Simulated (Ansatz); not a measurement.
in.yaml

```yaml
crystal:
  periodic: [false, false, false]
  atoms:
    - {symbol: N, position_ang: [0.000000, 0.000000, 0.055493]}
    - {symbol: C, position_ang: [0.000000, 0.000000, -1.107975]}
    - {symbol: H, position_ang: [0.000000, 0.000000, 1.052482]}
basis:
  gaussian: {orbitals: 6-31G}
magnetization: {spin_polarized: false}
hamiltonian: {xc: hf}
scf: {lower_state_search: off}
output: {forces: true, orbitals: {seedname: orbitals}}
```

```sh
$ ansatz run in.yaml --threads 1 --pin off --events-out ev --progress --plain --max-ram 2393MiB
```

Log:

```
these checks for a lower state are left out or cut short: stability, starts, cluster_reference, orbital_swaps, neighbouring_geometries, increment
291 factors; integrals over basis functions are off by at most 2.0e-4 eV
mean field evaluation 1: about -2524.9288 eV, gradient 1.7e1 eV
mean field evaluation 2: about -2524.9374 eV, gradient 1.7e1 eV
mean field evaluation 4: about -2525.5946 eV, gradient 2.9e0 eV
mean field evaluation 8: about -2525.6155 eV, gradient 7.3e-3 eV
mean field -2525.61548916 eV, -92.8146573029 hartree, gradient 1.4e-6 eV, S^2 0.000000; 0 other end points of the search recorded, 0 dependent functions left out
the calculation of the forces begins
reference -2525.61548916 eV, -92.8146573029 hartree; 7, 7 occupied and 13, 13 virtual orbitals, 291 factors
Total energy: -2525.61548916 eV, -92.8146573029 hartree
Atom 0 at     0.000000     0.000000     0.055493 Å, force    -0.000000     0.000000     1.208556 eV/Å
Atom 1 at     0.000000     0.000000    -1.107975 Å, force     0.000000    -0.000000    -0.285561 eV/Å
Atom 2 at     0.000000     0.000000     1.052482 Å, force    -0.000000    -0.000000    -0.922995 eV/Å
Dipole moment:     0.000000     0.000000     0.571271 e Å
Checks for a lower state left out: stability, starts, cluster_reference, orbital_swaps, neighbouring_geometries, increment
```

Forces (eV/Å):
```
N    0.000  0.000  1.209
C    0.000  0.000 -0.286
H    0.000  0.000 -0.923
```

Ran on 1 thread of AMD EPYC 7B13, shared host: 0.15 s wall, 0.08 GiB peak host memory.
